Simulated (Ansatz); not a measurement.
A nudged elastic band was laid between two geometries of C3H5N (9 atoms, charge 0, multiplicity 1).

Theory: RKS B3LYP-D4/def2-SVP in Ansatz.

```json
{
  "movable images": "5",
  "climbing image": "yes",
  "spring": "5.0 eV/Å²",
  "optimiser": "quadratic models (default)",
  "start path": "IDPP",
  "force threshold": "0.05 eV/Å",
  "iteration limit": "60",
  "end points": "relaxed"
}
```

Initial state:

```xyz
9
Properties=species:S:1:pos:R:3
C -0.401 0.829 -0.443
C -0.105 -0.327 0.524
C 1.000 -1.178 0.077
N 1.878 -1.836 -0.296
H -0.680 0.452 -1.438
H -1.233 1.437 -0.058
H 0.477 1.482 -0.560
H -0.996 -0.964 0.652
H 0.147 0.059 1.526
```

Final state:

```xyz
9
Properties=species:S:1:pos:R:3
C -0.441 0.759 -0.523
C -0.198 -0.488 0.339
C 1.224 -0.793 0.517
N 2.354 -1.014 0.644
H -1.521 0.946 -0.617
H 0.025 1.648 -0.074
H -0.025 0.629 -1.533
H -0.683 -1.372 -0.109
H -0.646 -0.362 1.339
```

(1) What changes between the two ends?

(2) What energy profile does the band end with?

(3) What is the geometry of the highest image?

(4) What are the harmonic wavenumbers there?

Answers

(1) No bond is made or broken. The dihedral H7–C1–C2–C3 goes from -60 to 61°. The two ends are copies of one structure, up to a mirror image or an exchange of like atoms.

(2) It converged. The highest image is number 3 of 0 to 6, 12.9 kJ/mol above the ends, which have the same energy within 2 meV. A vibrational analysis at the climbing image gives one clearly imaginary mode, 245i cm⁻¹: a first-order saddle point.

```json
{"image": "0", "path coordinate (Å)": "0.00", "energy (kJ/mol)": "0.0", "dihedral H7–C1–C2–C3 (°)": "-60"}
{"image": "1", "path coordinate (Å)": "0.52", "energy (kJ/mol)": "3.3", "dihedral H7–C1–C2–C3 (°)": "-40"}
{"image": "2", "path coordinate (Å)": "1.04", "energy (kJ/mol)": "9.7", "dihedral H7–C1–C2–C3 (°)": "-20"}
{"image": "3", "path coordinate (Å)": "1.56", "energy (kJ/mol)": "12.9", "dihedral H7–C1–C2–C3 (°)": "0"}
{"image": "4", "path coordinate (Å)": "2.09", "energy (kJ/mol)": "9.6", "dihedral H7–C1–C2–C3 (°)": "20"}
{"image": "5", "path coordinate (Å)": "2.61", "energy (kJ/mol)": "3.1", "dihedral H7–C1–C2–C3 (°)": "41"}
{"image": "6", "path coordinate (Å)": "3.14", "energy (kJ/mol)": "0.0", "dihedral H7–C1–C2–C3 (°)": "61"}
```

(3) 
```xyz
9
Properties=species:S:1:pos:R:3:forces:R:3
C -0.442 0.780 -0.513 0.00 0.00 0.00
C -0.180 -0.429 0.422 0.00 -0.01 0.00
C 1.197 -0.924 0.371 0.00 0.01 -0.01
N 2.293 -1.297 0.313 0.00 -0.01 0.00
H -1.223 0.546 -1.251 0.00 0.00 0.00
H -0.775 1.657 0.061 0.00 0.00 0.00
H 0.463 1.068 -1.065 0.00 0.00 0.00
H -0.844 -1.273 0.173 0.00 0.00 0.00
H -0.401 -0.174 1.471 0.00 0.00 0.00
```

(4) 245i, 218, 354, 563, 826, 853, 1029, 1079, 1086, 1246, 1330, 1405, 1441, 1474, 1476, 2381, 3052, 3058, 3093, 3143, 3147 cm⁻¹.

The run took 55 s on 1 thread of Arm Neoverse V2, with other jobs on the host, peak memory 0.15 GiB.
